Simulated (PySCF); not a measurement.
One molecule, one basis, several functionals.

Species: PH3.
SMILES: `P`

PySCF, 6-31++G** basis, density fitting, gas phase, GFN2-xTB geometry. One functional is left out:

```
functional  exact exchange (%)  HOMO energy (eV)  LUMO energy (eV)  dipole moment (D)
     B97-D                   0             -6.64             -0.49              0.980
      BLYP                   0             -6.54             -0.63              0.938
      BP86                   0             -6.76             -0.51              1.013
   HCTH407                   0             -6.84             -0.73              1.044
       LDA                   0             -6.70             -0.60              1.137
      OLYP                   0             -6.56             -0.86              1.028
      OPBE                   0             -6.69             -0.62              1.116
       PBE                   0             -6.66             -0.57              1.046
      PW91                   0             -6.71             -0.66              1.037
    revPBE                   0             -6.65             -0.62              1.024
     B3LYP                  20             -7.64             -0.33              0.930
     B97-2                  21             -7.62             -0.05              0.991
  mPW1PW91                  25             -7.88             -0.13              1.000
 BHandHLYP                  50             -8.93              0.23              0.893
```

Q: Predict the row of X3LYP (22 % exact exchange) by straight lines through the other rows, and check it.

A: 
| property | line | computed | computed − line | B97-2 (21 %), for comparison |
| --- | --- | --- | --- | --- |
| HOMO energy (eV) | -7.69 | -7.68 | +0.01 | -7.62 |
| LUMO energy (eV) | -0.22 | -0.31 | -0.09 | -0.05 |
| dipole moment (D) | 0.974 | 0.934 | -0.040 | 0.991 |

Q: Which of these properties follows the share of exact exchange most closely, and which least?

A: Most closely the HOMO energy, least the dipole moment; the correlations over the tabulated rows are HOMO energy -0.994, LUMO energy 0.933, dipole moment -0.639. The HOMO energy moves by -0.458 eV for every 10 %. Functionals with the same share still differ in their other parts: at 0 % BLYP and HCTH407 differ by 0.30 eV in it.
